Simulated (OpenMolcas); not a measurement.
# doublet CH5NSi+ at 5 levels

Wanted: a comparison of 5 runs (U-r2SCAN/def2-SVPD, UB3LYP/def2-SVPD, UBHLYP/def2-SVPD, UM06-2X/def2-SVPD, UPBE/def2-SVPD) of doublet CH5NSi+. 

The results are computed with OpenMolcas 26.06.

## (1) Starting point

CH5NSi+: 8 atoms, total charge +1, spin state doublet. SMILES of the parent species: `C[Si]N`. The shape is that of a PBE0-D4/def2-TZVP optimisation. This is one conformer, not always the lowest. That shape belongs to the parent species and isn't relaxed for this state.

Bond lengths: C1–Si2 1.904 Å, Si2–N3 1.709 Å, C1–H4 1.094 Å, C1–H5 1.094 Å, C1–H6 1.098 Å, N3–H7 1.008 Å, N3–H8 1.010 Å. Angles: C1–Si2–N3 98.7°, Si2–C1–H4 115.0°, Si2–C1–H5 110.7°, Si2–C1–H6 107.9°, Si2–N3–H7 121.7°, Si2–N3–H8 126.1°, H4–C1–H5 108.8°, H4–C1–H6 108.0°, H5–C1–H6 106.1°, H7–N3–H8 112.1°.

## (2) The energy at U-r2SCAN/def2-SVPD (run 1)

Contents of calc.input:

```
&GATEWAY
 BASLIB
 $CurrDir
 COORD
 8
 bohr
 C     -1.24721924     1.55845713    -1.04331779
 Si     1.82131804     1.23550294     0.80823586
 N      1.76160269    -1.95473270     1.30523383
 H     -1.93961489    -0.19237412    -1.89785195
 H     -1.06297095     2.99219235    -2.52108362
 H     -2.70495397     2.25822272     0.25681378
 H      3.12031578    -2.83817967     2.30565484
 H      0.42556632    -3.16661407     0.68086832
 BASIS
 def2-SVPD
 GROUP
 NoSym

&SEWARD
 GRIDINPUT
 Grid=UltraFine
 End of Grid

&SCF
 UHF
 CHARGE
 1
 SPIN
 2
 KSDFT
 2
 1.0 MGGA_X_R2SCAN
 1.0 MGGA_C_R2SCAN
 THRESHOLDS
 1e-10 1e-07 1e-07 1e-05
 PRORBITALS
 1 1
```

The basis set def2-SVPD is read from a file made from the Basis Set Exchange's data (not shown).

The run is started by

```console
$ export MOLCAS_MEM=1860
$ pymolcas calc.input > calc.log
```

The log of the run:

```text
--- Start Module: gateway ---
[...]
--- Stop Module: gateway /rc=_RC_ALL_IS_WELL_ ---
--- Start Module: seward ---
[...]
      Basis functions          104
--- Stop Module: seward /rc=_RC_ALL_IS_WELL_ ---
[...]
--- Start Module: scf ---
[...]
       Convergence after  23 Iterations
[...]
::    Total KS-DFT energy                            -384.8149976982
[...]
      Total spin, S                                     0.5045400720
[...]
      Total electronic charge=   31.000000
      Total            charge=    1.000000
[...]
      Dipole Moment (debye):
      Origin of the operator (angstrom)=    0.5243    0.2236    0.2437
                   X=  3.6872E-01               Y= -8.6413E-02               Z=  3.1010E-01           Total=  4.8947E-01
      Center of Charge (angstrom)
[...]
--- Stop Module: scf /rc=_RC_ALL_IS_WELL_ ---
[...]
```

Wall time 2.7 min (1 thread of Intel Xeon Platinum 8259CL at 2.50GHz (Skylake/Cascade Lake), shared host); peak memory 0.59 GiB.

## (3) The energy at UB3LYP/def2-SVPD (run 2)

Contents of test.input:

```
* CH5NSi Kohn-Sham DFT

&gateway
 baslib=$CurrDir
 coord
 8
 angstrom
 C       -0.660000       0.824700      -0.552100
 Si       0.963800       0.653800       0.427700
 N        0.932200      -1.034400       0.690700
 H       -1.026400      -0.101800      -1.004300
 H       -0.562500       1.583400      -1.334100
 H       -1.431400       1.195000       0.135900
 H        1.651200      -1.501900       1.220100
 H        0.225200      -1.675700       0.360300
 basis=def2-SVPD
 group=NoSym

&seward
 gridinput
 Grid=UltraFine
 End of Grid

&scf
 uhf
 charge=1
 spin=2
 ksdft=B3LYP
 thresholds=1e-10 1e-07 1e-07 1e-05
 prorbitals=1 2
```

The basis set def2-SVPD is read from a file made from the Basis Set Exchange's data (not shown).

The run is started by

```console
$ export MOLCAS_MEM=1860
$ pymolcas test.input > test.log
```

The log of the run:

```text
--- Start Module: gateway ---
[...]
--- Stop Module: gateway /rc=_RC_ALL_IS_WELL_ ---
--- Start Module: seward ---
[...]
      Basis functions          104
--- Stop Module: seward /rc=_RC_ALL_IS_WELL_ ---
[...]
--- Start Module: scf ---
[...]
       Convergence after  19 Iterations
[...]
::    Total KS-DFT energy                            -384.9206639509
[...]
      Total spin, S                                     0.5025475028
[...]
      Total electronic charge=   31.000000
      Total            charge=    1.000000
[...]
      Dipole Moment (debye):
      Origin of the operator (angstrom)=    0.5243    0.2236    0.2437
                   X=  3.6423E-01               Y=  2.7716E-02               Z=  2.8303E-01           Total=  4.6210E-01
      Center of Charge (angstrom)
[...]
--- Stop Module: scf /rc=_RC_ALL_IS_WELL_ ---
[...]
```

Run time: 89 s. Hardware: 1 thread of Intel Xeon Platinum 8259CL at 2.50GHz (Skylake/Cascade Lake), shared host; peak memory 0.59 GiB.

Runs 3 to 4 aren't shown in full; the table further down has their settings and results.

## (4) The energy at UPBE/def2-SVPD (run 5)

Contents of geom.xyz:

```xyz
8

C     -0.660000     0.824700    -0.552100
Si     0.963800     0.653800     0.427700
N      0.932200    -1.034400     0.690700
H     -1.026400    -0.101800    -1.004300
H     -0.562500     1.583400    -1.334100
H     -1.431400     1.195000     0.135900
H      1.651200    -1.501900     1.220100
H      0.225200    -1.675700     0.360300
```

Contents of test.inp:

```
* CH5NSi Kohn-Sham DFT

&GATEWAY
 BasLib = $CurrDir
 Coord = geom.xyz
 Basis = def2-SVPD
 Group = NoSym

&SEWARD
 GridInput
 Grid=UltraFine
 End of Grid

&SCF
 UHF
 Charge = 1
 Spin = 2
 KSDFT = PBE
 Thresholds = 1e-10 1e-07 1e-07 1e-05
 PrOrbitals = 1 1
```

The basis set def2-SVPD is read from a file made from the Basis Set Exchange's data (not shown).

The run is started by

```console
$ export MOLCAS_MEM=1860
$ pymolcas test.inp > test.log
```

The log of the run:

```text
--- Start Module: gateway ---
[...]
--- Stop Module: gateway /rc=_RC_ALL_IS_WELL_ ---
--- Start Module: seward ---
[...]
      Basis functions          104
--- Stop Module: seward /rc=_RC_ALL_IS_WELL_ ---
[...]
--- Start Module: scf ---
[...]
       Convergence after  21 Iterations
[...]
::    Total KS-DFT energy                            -384.6269667407
[...]
      Total spin, S                                     0.5026664238
[...]
      Total electronic charge=   31.000000
      Total            charge=    1.000000
[...]
      Dipole Moment (debye):
      Origin of the operator (angstrom)=    0.5243    0.2236    0.2437
                   X=  2.6456E-01               Y= -1.5759E-01               Z=  2.6029E-01           Total=  4.0321E-01
      Center of Charge (angstrom)
[...]
--- Stop Module: scf /rc=_RC_ALL_IS_WELL_ ---
[...]
```

Wall time 94 s (1 thread of Intel Xeon Platinum 8259CL at 2.50GHz (Skylake/Cascade Lake), shared host); peak memory 0.59 GiB.

## (5) All runs side by side

| run | level | energy (Eh) | HOMO energy (eV) | LUMO energy (eV) | ⟨S²⟩ | wall time |
| --- | --- | --- | --- | --- | --- | --- |
| 1 | U-r2SCAN/def2-SVPD | -384.814998 | -13.29 | -10.74 | 0.759 | 2.7 min |
| 2 | UB3LYP/def2-SVPD | -384.920664 | -13.87 | -10.69 | 0.755 | 89 s |
| 3 | UBHLYP/def2-SVPD | -384.838278 | -15.28 | -9.46 | 0.758 | 94 s |
| 4 | UM06-2X/def2-SVPD | -384.831067 | -15.12 | -9.60 | 0.757 | 2.3 min |
| 5 | UPBE/def2-SVPD | -384.626967 | -12.88 | -11.19 | 0.755 | 94 s |

## (6) Outcome

| quantity | value |
| --- | --- |
| run 5: total energy | -384.62697 Eh |
| run 5: HOMO energy (highest over α and β) | -12.88 eV |
| run 5: LUMO energy (lowest over α and β) | -11.19 eV |
| run 5: ⟨S²⟩ | 0.755 |

Totals of different functionals can't be ranked against each other. All runs together took 9.6 min, the longest 2.7 min.
